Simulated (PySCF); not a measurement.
Compound: C₃H₇NO.
Bonds: C1–N2 (double), N2–C3, C3–O4, O4–C5. Hydrogens: H6, H7 on C1; H8, H9 on C3; H10, H11, H12 on C5.

Structure optimised with GFN2-xTB, isolated species.

List the bond lengths, angles and torsions at this level.

| bond | length (bohr) | order |
| --- | --- | --- |
| C1=N2 | 2.366 | double |
| N2–C3 | 2.701 | single |
| C3–O4 | 2.655 | single |
| O4–C5 | 2.663 | single |
| C1–H6 | 2.064 | single |
| C1–H7 | 2.041 | single |
| C3–H8, C3–H9 | 2.077 | single |
| C5–H10, C5–H11, C5–H12 | 2.067 | single |

Bonds in one row agree within 0.02 bohr and their mean is given. Orders are formal, as drawn. A selection of angles:
| angle | degrees |
| --- | --- |
| N2–C1–H6 | 124.8 |
| N2–C1–H7 | 117.8 |
| H6–C1–H7 | 117.3 |
| C1–N2–C3 | 122.0 |
| N2–C3–O4 | 117.6 |
| N2–C3–H8 | 106.8 |
| O4–C3–H8 | 106.5 |
| O4–C3–H9 | 110.9 |
| H8–C3–H9 | 108.1 |
| C3–O4–C5 | 113.8 |
| O4–C5–H10 | 106.4 |
| O4–C5–H11 | 110.8 |
| H10–C5–H11 | 109.5 |

Dihedral angles: C1–N2–C3–O4 12° (synperiplanar); N2–C3–O4–C5 81° (synclinal). The mirror-image conformer, all signs reversed, is as good.

The C–N distances run from 1.252 Å (C1=N2, drawn double) to 1.429 Å (N2–C3, drawn single), a spread of 0.177 Å. Of the pairs four or more bonds apart, O4···H6 is among the closest relative to their van der Waals radii: 2.48 Å, 91 % of the sum of Bondi's values. N2 (imine nitrogen) is bent (angle 122.0°).

Point group: C1 (no symmetry element, even within 0.4 Å). Whether it is a minimum is left open (no frequencies). One conformer, not necessarily the lowest.

These are computed values.
